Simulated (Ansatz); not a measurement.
Saddle point of AlNH6O, closed shell (AlH₃O ([OH][AlH2]) + NH₃ → AlNH₄ ([NH2][AlH2]) + H₂O (still joined by a long Al–O bond); bonds formed: O2–H5; dative contacts that become bonds: Al1–N6; bonds broken: H5–N6; bonds weakened to dative contacts: Al1–O2), PBE0-D4/def2-TZVP structure:

```
9
angstrom
Al -0.8459 -0.2431 -0.3873
O 0.6323 0.7895 -1.0593
H -0.7841 -1.6836 -1.0643
H -2.1587 0.6455 -0.3512
H 0.9162 0.5432 -0.0022
N 0.2746 -0.0865 1.1430
H 1.2312 0.4259 -1.7158
H 0.7190 -0.9095 1.5265
H 0.0155 0.5183 1.9107
```

Energies are electronic, without zero-point energy. Barriers and step energies count from the start structure reached by relaxing down the imaginary mode; all methods use the PBE0-D4 structures, on which another method's saddle can fall below an end. Program: Ansatz 0.2.0. Basis: def2-TZVPP, with def2-QZVPP for the basis limit. Cores are frozen in the correlated methods. B3LYP uses VWN-RPA correlation. Extrapolation: Hartree–Fock as exp(−7.88 √X), correlation as X^−2.97.

```tsv
method	barrier (eV)	step energy (eV)
SPW92	0.631	0.720
PBE-D4	0.809	0.792
BLYP-D4	0.906	0.838
r2SCAN-D4	0.911	0.867
B97M-V	1.063	0.906
PBE0-D4	0.914	0.845
B3LYP-D4	0.979	0.876
r2SCAN0-D4	0.976	0.891
BHLYP-D4	?	0.935
CAM-B3LYP-D4	0.989	0.886
wB97X-V	1.004	0.886
wB97M-V	?	0.854
B2PLYP	1.005	0.890
PBE-QIDH	?	0.885
RPA on PBE	1.003	0.879
HF	1.376	1.035
MP2	0.987	0.884
CCSD	1.081	0.909
CCSD(T)	1.020	0.882
```

(1) Fill in the withheld barriers. (Judge from chemistry; the value comes from the calculation.)

No T1 diagnostic of these runs exceeds 0.010.

## Answers

(1) Computed: wB97M-V 0.989; PBE-QIDH 0.989; BHLYP-D4 1.107 eV. Each is the energy of the saddle less that of the start structure, by the same method.

For comparison, the barrier by CCSD(T) at an estimated basis limit (MP2 extrapolated from triple and quadruple zeta, plus CCSD(T) − MP2 in triple zeta) is 1.031 eV.

Labels in which every atom is bracketed show which atoms are joined, not bond orders.

For scale, one of the runs: CCSD(T)/def2-TZVPP, 188 basis functions (an equivalent command: `ansatz run in.yaml --threads 2`). Hardware: 2 CPU threads, shared host. Wall time 39 s; peak host memory 1.9 GiB.
